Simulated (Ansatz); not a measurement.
Born–Oppenheimer molecular dynamics of H$_{2}$LiO (4 atoms, charge 1, multiplicity 1). It starts from a relaxed structure.

Level of theory: Ansatz, UKS B3LYP-D4/def2-SVP.

| Property | Result |
| --- | --- |
| ensemble | NVE (velocity Verlet) |
| time step | 0.5 fs |
| steps asked | 266 |
| starting velocities drawn for | 200 K |
| masses | H 10 u |
| seed | 990854 |

First frame:

```xyz
4
Properties=species:S:1:pos:R:3
Li 0.002 -0.084 -1.653
O 0.000 0.008 0.157
H 0.165 0.790 0.710
H -0.167 -0.715 0.786
```

Problem. How far do the bonds stretch over the last three quarters of this one trajectory? (Pairs bonded in most of those frames.)

Solution. 
| bond | mean (Å) | spread (Å) | shortest | longest |
| --- | --- | --- | --- | --- |
| Li1–O2 | 1.831 | 0.044 | 1.76 | 1.89 |
| O2–H3 | 0.974 | 0.013 | 0.95 | 1.00 |
| O2–H4 | 0.974 | 0.016 | 0.95 | 1.00 |

Mean temperature of the second half: 103 K. The conserved energy stayed within 0.029 meV per atom of its start (net change 0.02 meV per atom), so the integration is sound. The temperature averaged 0.52 of the 200 K drawn at the start: a run that starts near a minimum puts about half its kinetic energy into the potential. A run of 0.13 ps of so small a system gives no equilibrium averages. Limits of this set-up: the dipole of an ion depends on the origin.

The run took 4.7 min on 1 thread of Intel(R) Xeon(R) Platinum 8259CL CPU @ 2.50GHz (Skylake/Cascade Lake) (shared host), peak memory 0.11 GiB.
